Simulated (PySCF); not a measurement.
Potential energy of SiS along the bond

Set-up: basis Si def2-TZVPPD, S def2-TZVPPD; no relativity; PySCF 2.14. Energies in eV from Si + S in their ground configurations at the same level. State: ¹Σ⁺ (singlet), closed shell.

All columns are r²SCAN. A positive dipole means Si(−)S(+).

```
R (Å)  E (eV)  μ (D)  Mulliken charge on Si (basis-dependent)  HOMO (eV)  LUMO (eV)  Mayer bond order  ⟨S²⟩
1.664  -4.524  -0.47                                     0.27      -6.80      -2.29              2.64  0.00
1.742  -5.506  -0.78                                     0.27      -6.94      -2.51              2.57  0.00
1.819  -6.054  -1.10                                     0.29      -7.06      -2.73              2.50  0.00
1.877  -6.252  -1.34                                     0.31      -7.13      -2.90              2.45  0.00
1.935  -6.313  -1.57                                     0.32      -7.19      -3.05              2.41  0.00
1.993  -6.268  -1.81                                     0.33      -7.23      -3.21              2.37  0.00
2.071  -6.086  -2.12                                     0.34      -7.13      -3.40              2.34  0.00
2.167  -5.724  -2.49                                     0.35      -6.91      -3.63              2.31  0.00
2.283  -5.172  -2.91                                     0.35      -6.69      -3.88              2.30  0.00
2.438  -4.352  -3.42                                     0.36      -6.43      -4.17              2.30  0.00
```

A fit through these points gives, at Re = 1.937 Å, μ = -1.58 D and dμ/dR = -4.08 D/Å; the reduced mass is 14.92 u.

**Question.** How strong is the fundamental in the double-harmonic approximation, I = 42.26·(dμ/dR)²/μred km/mol?

**Answer.** I = 42.26·(-4.08)²/14.92 = 47.1 km/mol at r²SCAN.
